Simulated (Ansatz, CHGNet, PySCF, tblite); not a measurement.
Ladder of methods for the lattice parameter a of zinc-blende BP

Reference value: 4.525 Å (measured, static lattice: zero-point anharmonic expansion removed; as tabulated in Mejia-Rodriguez and Trickey (2018), arXiv:1807.09216).

```tsv
level (code)	value (Å)
GFN1-xTB (tblite)	4.574
CHGNet 0.3.0	4.541
LDA (Ansatz)	___
PBE (Ansatz)	4.548
rVV10 (Ansatz)	___
r²SCAN+rVV10 (Ansatz)	4.531
HSE06 (Ansatz)	4.524
Hartree–Fock (Ansatz)	___
MP2 (PySCF)	4.499 ± 0.02
```

**Question.** What belongs in the gaps?

**Answer.** 
- LDA (Ansatz, a program for electronic structure), value (Å): 4.490
- rVV10 (Ansatz), value (Å): 4.565
- Hartree–Fock (Ansatz), value (Å): 4.584

Errors against the reference: GFN1-xTB +1.08 %, CHGNet 0.3.0 +0.35 %, LDA -0.77 %, PBE +0.51 %, rVV10 +0.88 %, r²SCAN+rVV10 +0.13 %, HSE06 -0.02 %, Hartree–Fock +1.30 %, MP2 -0.57 %.

Once the reference is moved by up to 0.10 % (a margin picked here for doubts on the reference and the settings) and values within 0.10 % count as equal, the nearest can be HSE06 (-0.02 %) or r²SCAN+rVV10 (+0.13 %). Among them Hartree–Fock (+1.30 %) misses by most. Within 2 %: GFN1-xTB, CHGNet 0.3.0, LDA, PBE, rVV10, r²SCAN+rVV10, HSE06, Hartree–Fock, MP2.

A ± on a computed value is a rough bar: the spread of its extrapolation, a floor set from checks against published values, or a statistical error. GFN1-xTB: the method was fitted mainly to molecules. GFN1-xTB: the run uses a supercell at the zone centre in place of a k mesh. Cutoffs and k meshes differ between the levels. Ansatz's density-functional and Hartree–Fock values are scalar-relativistic unless marked +SOC, with PAW data made under PBE.

Machine-learned potentials (CHGNet 0.3.0) are trained on DFT data: a solid inside that data is no test of them.

Differences are worked out from the printed values.
